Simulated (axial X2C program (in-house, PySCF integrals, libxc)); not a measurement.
## Correcting the dissociation energy of F₂ for spin–orbit coupling

A spin-free PBE0 curve (one-electron X2C) was computed with an axial X2C code built on PySCF integrals, basis F dyall-av3z [7s6p3d2f] (cores contracted in-house), for the state M_S = 0, Λ = 0 (closed shell). It gives D0 = 1.458 eV to F + F, which in a spin-free picture are the weighted means of the ground terms.

Measured levels of the ground terms (NIST Handbook of Basic Atomic Spectroscopic Data), in cm⁻¹: F 2P: J = 3/2 at 0, J = 1/2 at 404.1.

The molecular state has Λ = 0, so it has no first-order lowering.

(1) How far does each ground level lie under the (2J+1)-weighted mean of its term?

(2) Correct D0.

Second-order spin–orbit effects in the molecule, which grow quickly with Z, are left out. One determinant describes the state; a PBE0 search over occupations chose it and may have missed a lower one. De is counted from the lowest determinant-based energies of the atoms at the same level, without counterpoise correction.

Results:

(1) F: (4 × 0 + 2 × 404.1)/6 = 135 cm⁻¹, counted twice.

(2) D0 = 1.458 + (0 − 270)/8065.5 = 1.425 eV at PBE0 with these spin–orbit terms.
